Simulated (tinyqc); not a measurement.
Inside a calculation. Method: ROHF in the sto-6g basis, for BH2, spin multiplicity 2. One step of it, computed by the program tinyqc.

Problem. Iteration 2: Roothaan effective Fock matrix. With projectors Pc = D(beta) S, Po = (D(alpha) - D(beta)) S, Pv = 1 - D(alpha) S, the block xy is Px^T F Py; with Fc = (F(alpha) + F(beta))/2, the blocks are Fc for cc, oo, vv and cv, F(beta) for co and F(alpha) for ov.

F(alpha) (hartree), lower triangle:
```
            1B 1s      1B 2s    1B 2px     1B 2py     1B 2pz      2H 1s      3H 1s
1B 1s   -7.644442
1B 2s   -2.127758  -1.091891
1B 2px   0.000000   0.000000  0.154002
1B 2py   0.000000   0.000000  0.000000  -0.034145
1B 2pz  -0.004521   0.074808  0.000000   0.000000  -0.048011
2H 1s   -0.196518  -0.302176  0.000000  -0.247080  -0.167941  -0.277096
3H 1s   -0.196518  -0.302176  0.000000   0.247080  -0.167941  -0.036263  -0.277096
```

F(beta) (hartree), lower triangle:
```
            1B 1s      1B 2s    1B 2px     1B 2py     1B 2pz      2H 1s      3H 1s
1B 1s   -7.617380
1B 2s   -2.121767  -0.952696
1B 2px   0.000000   0.000000  0.195816
1B 2py   0.000000   0.000000  0.000000   0.000617
1B 2pz  -0.004779  -0.091967  0.000000   0.000000   0.195927
2H 1s   -0.193513  -0.322275  0.000000  -0.234933  -0.093987  -0.115431
3H 1s   -0.193513  -0.322275  0.000000   0.234933  -0.093987  -0.002499  -0.115431
```

D(alpha) after iteration 1, lower triangle:
```
            1B 1s      1B 2s    1B 2px     1B 2py    1B 2pz     2H 1s     3H 1s
1B 1s    1.072175
1B 2s   -0.276507   1.073556
1B 2px   0.000000   0.000000  0.000000
1B 2py   0.000000   0.000000  0.000000   0.133406
1B 2pz   0.068630  -0.289348  0.000000   0.000000  0.242362
2H 1s    0.011807  -0.116899  0.000000   0.209506  0.265421  0.674714
3H 1s    0.011807  -0.116899  0.000000  -0.209506  0.265421  0.016679  0.674714
```

D(beta) after iteration 1, lower triangle:
```
            1B 1s     1B 2s    1B 2px     1B 2py    1B 2pz      2H 1s     3H 1s
1B 1s    1.044414
1B 2s   -0.162573  0.605966
1B 2px   0.000000  0.000000  0.000000
1B 2py   0.000000  0.000000  0.000000   0.133406
1B 2pz  -0.012829  0.044966  0.000000   0.000000  0.003337
2H 1s   -0.072819  0.230409  0.000000   0.209506  0.017106   0.416748
3H 1s   -0.072819  0.230409  0.000000  -0.209506  0.017106  -0.241287  0.416748
```

overlap S, lower triangle:
```
           1B 1s     1B 2s    1B 2px     1B 2py    1B 2pz     2H 1s     3H 1s
1B 1s   1.000000
1B 2s   0.264891  1.000000
1B 2px  0.000000  0.000000  1.000000
1B 2py  0.000000  0.000000  0.000000   1.000000
1B 2pz  0.000000  0.000000  0.000000   0.000000  1.000000
2H 1s   0.023910  0.268899  0.000000   0.271306  0.161869  1.000000
3H 1s   0.023910  0.268899  0.000000  -0.271306  0.161869  0.028573  1.000000
```

Give: effective F.

Solution.

effective F (hartree), lower triangle:
```
         1B 1s   1B 2s  1B 2px  1B 2py  1B 2pz   2H 1s   3H 1s
1B 1s   -7.631
1B 2s   -2.125  -1.005
1B 2px   0.000   0.000   0.175
1B 2py   0.000   0.000   0.000  -0.017
1B 2pz  -0.005  -0.017   0.000   0.000   0.050
2H 1s   -0.195  -0.320   0.000  -0.241  -0.143  -0.202
3H 1s   -0.195  -0.320   0.000   0.241  -0.143  -0.025  -0.202
```
